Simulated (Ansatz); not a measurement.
## Ligand exchange: C4H9Cl + SiH2(OH)(SiH3) → C4H10O + SiH2(SiH3)Cl

Species: C4H9Cl (1-chloro-2-methylpropane) `CC(C)CCl`, singlet; SiH2(OH)(SiH3) (disilanol), singlet; C4H10O (2-methyl-1-propanol) `CC(C)CO`, singlet; SiH2(SiH3)Cl, singlet. The partners trade Cl for OH: C–Cl and Si–OH bonds give way to C–OH and Si–Cl.

Shapes, held fixed at every level: PBE0-D4/def2-TZVP. Flexible molecules stand in one conformer, not always the lowest. Programs: Ansatz 0.2.0. Electronic energies: no zero-point or thermal term.

```tsv
level	kind	ΔE (kJ/mol)	less CCSD(T)/CBS estimate	CPU time (sum over the molecules)
r2SCAN-D4/def2-TZVPP	meta-GGA	+12.4	-3.4	50 s
B3LYP-D4/def2-TZVPP	global hybrid	+14.2	-1.6	62 s
PBE0-D4/def2-TZVPP	global hybrid	+8.7	-7.1	36 s
wB97X-V/def2-TZVPP	range-separated hybrid	+11.0	-4.8	86 s
MP2/def2-TZVPP	perturbation theory	+18.9	+3.1	–
CCSD/def2-TZVPP	coupled cluster or CI	+14.1	-1.7	–
CCSD(T)/CBS estimate	coupled cluster or CI	+15.8	0.0	35 min
```

The highest level, CCSD(T)/CBS estimate, gives ΔE = +15.8 kJ/mol; the levels span +8.7 to +18.9. The column of differences is taken from that level and isn't an error. No measured value is set beside it here. The CBS estimate extrapolates MP2 from def2-TZVPP and def2-QZVPP and adds CCSD(T) − MP2 in the triple-zeta set, cores frozen. Times are processor times on shared x86 and Arm servers, and rough.
